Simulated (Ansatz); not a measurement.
**Question.** Name a neutral molecule of C, F, N, O and H with LUMO energy (B3LYP/def2-TZVPP) between 0.20 and 0.50 eV and HOMO–LUMO gap (PBE0/def2-TZVPP) between 8.95 and 9.25 eV (Ansatz, PBE0-D4/def2-TZVP geometry).

**Answer.** `FC1=NCO1` (0.31 eV, 9.04 eV). Other molecules can fit too; these were computed, each in one conformer that needn't be the lowest.

B3LYP here is the variant with VWN-RPA as its local correlation; programs differ in this.
